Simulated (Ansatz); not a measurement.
## Relaxing BeF3

These are results of Ansatz 0.2.0, DFT PBE, scalar-relativistic, plane waves, PAW, not measurements. Cutoff 420 eV, Γ-centred k mesh, Gaussian smearing, no spin polarisation in the final step.

The start is a random cell of BeF3 with space group Fmmm (No. 69), drawn with lower limits on the distances.

```yaml
crystal:
  lattice:
    - [0.00000, 3.97028, 4.37956]
    - [2.85795, 0.00000, 4.37956]
    - [2.85795, 3.97028, 0.00000]
  atoms:
    - { symbol: Be, position: [0.41663, 0.58337, 0.41663] }
    - { symbol: Be, position: [0.58337, 0.41663, 0.58337] }
    - { symbol: F, position: [0.49517, 0.50483, 0.17150] }
    - { symbol: F, position: [0.17150, 0.82850, 0.49517] }
    - { symbol: F, position: [0.82850, 0.17150, 0.50483] }
    - { symbol: F, position: [0.50483, 0.49517, 0.82850] }
    - { symbol: F, position: [0.13000, 0.87000, 0.87000] }
    - { symbol: F, position: [0.87000, 0.13000, 0.13000] }
```

Cell and atoms relax at zero pressure; the relaxation can't lower the symmetry of the start. After a coarse first stage the cell is made exact in the group found at 0.06 Å.

The zero of energy is the elements' standard structures at the same level (F₂ as a molecule); no fitted shifts are applied.

Problem. What does it relax into?

Solution. It keeps Fmmm (No. 69). Conventional cell: a = 5.712 Å, b = 6.000 Å, c = 19.807 Å. Around Be lie 2 F at 1.39 Å; F on Wyckoff site n (4 atoms of the primitive cell) has 1 Be at 1.39 Å; F on Wyckoff site g (2 atoms of the primitive cell) is coordinated by 1 F at 1.41 Å.

```
Be F
1.0
     0.00000    3.00009    9.90340
     2.85599    0.00000    9.90340
     2.85599    3.00009    0.00000
Be F
2 6
Direct
  0.67650 0.67650 0.32350
  0.32350 0.32350 0.67650
  0.43040 0.91742 0.56960
  0.91742 0.43040 0.08258
  0.08258 0.56960 0.91742
  0.56960 0.08258 0.43040
  0.87626 0.12374 0.12374
  0.12374 0.87626 0.87626
```

Problem. What are its volume, energy, density and gap?

Solution. The volume per atom is 21.2 Å³. The density is 1.3 g/cm³ and the energy over the elements is -1.972 eV/atom. The gap on the 6×6×6 mesh is 2.97 eV.

The final run used a 6×6×6 mesh on its 8-atom cell and 0.02 eV smearing. No dispersion correction is applied, so the spacing between layers, chains or molecules is poorly fixed, and with it the volume and density. A structure relaxed within its symmetry needn't be a true minimum. The steps took of the order of 28 core-minutes in all.